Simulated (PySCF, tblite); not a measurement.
Dissociation curve of N₂, singlet.

GFN2-xTB, 300 K electronic temperature (tblite); UCCSD(T) = PySCF with CCSD(T) on UHF/cc-pVDZ, 2 core orbitals frozen; RKS-r2SCAN = restricted r2SCAN/cc-pVDZ (PySCF 2.14.0); RKS-M06-2X = PySCF with restricted M06-2X/cc-pVDZ; UMP2 = PySCF with MP2 on UHF/cc-pVDZ, 2 core orbitals frozen.

Energies are in kJ/mol, each relative to the lowest point of its own curve near equilibrium.

| R / Å | GFN2-xTB | UCCSD(T) | RKS-r2SCAN | RKS-M06-2X | UMP2 |
|---|---|---|---|---|---|
| 0.81 | 1365.3 | 1475.1 | 1409.1 | 1379.8 | 1490.2 |
| 0.88 | 634.7 | 724.4 | 678.1 | 654.1 | 738.9 |
| 0.92 | 377.1 | 449.9 | 413.3 | 392.6 | 463.4 |
| 0.98 | 140.1 | 186.5 | 162.9 | 147.8 | 197.8 |
| 1.01 | 71.7 | 105.8 | 88.0 | 76.0 | 115.2 |
| 1.06 | 11.4 | 26.8 | 18.2 | 12.1 | … |
| 1.09 | 0.0 | 5.6 | 2.2 | 0.0 | 8.0 |
| 1.11 | 0.5 | 0.0 | 0.0 | 0.6 | 0.0 |
| 1.17 | 31.4 | 17.2 | 25.0 | 34.9 | 74.2 |
| 1.20 | 59.3 | 40.4 | 51.0 | 65.9 | … |
| 1.26 | 131.1 | … | 120.8 | 146.8 | 287.1 |
| 1.34 | 246.4 | 209.9 | 236.0 | 278.3 | 429.3 |
| 1.48 | 462.2 | 412.4 | 456.2 | … | 612.1 |
| 1.65 | 702.9 | 619.7 | 707.8 | 822.7 | 774.4 |
| 1.82 | 898.6 | 742.3 | 921.8 | 1078.1 | 864.1 |
| 1.97 | 1033.9 | 797.6 | 1078.5 | 1270.2 | 888.3 |
| 2.19 | 1181.1 | 828.5 | 1259.8 | 1501.2 | 892.5 |
| 2.41 | 1280.6 | 835.0 | 1393.9 | 1681.0 | 889.7 |
| 2.67 | 1353.6 | 836.1 | 1507.1 | 1842.3 | 887.6 |
| 2.96 | 1396.7 | 836.4 | 1592.5 | … | 886.9 |
| 3.30 | … | 836.9 | 1655.7 | 2079.9 | 887.0 |
| 3.84 | 1427.9 | 837.7 | 1707.6 | 2186.5 | 887.8 |
| 4.33 | 1428.4 | 838.1 | 1727.4 | 2243.1 | 888.1 |

Q: Some entries are withheld; supply them.

A: 
- 1.06, UMP2: 32.3
- 1.20, UMP2: 153.0
- 1.26, UCCSD(T): 103.9
- 1.48, RKS-M06-2X: 530.1
- 2.96, RKS-M06-2X: 1973.2
- 3.30, GFN2-xTB: 1419.7

The unrestricted solution behind UCCSD(T), UMP2 changes between 1.34 and 1.48 Å and between 1.48 and 1.65 Å and between 1.65 and 1.82 Å, which can leave a kink. The unrestricted determinant behind UCCSD(T), UMP2 is spin-contaminated at 1.17 to 4.33 Å (<S²> up to 3.0, against 0.00 for a pure singlet). The restricted form behind RKS-r2SCAN, RKS-M06-2X keeps the bonding electrons paired and can't separate into open-shell fragments.
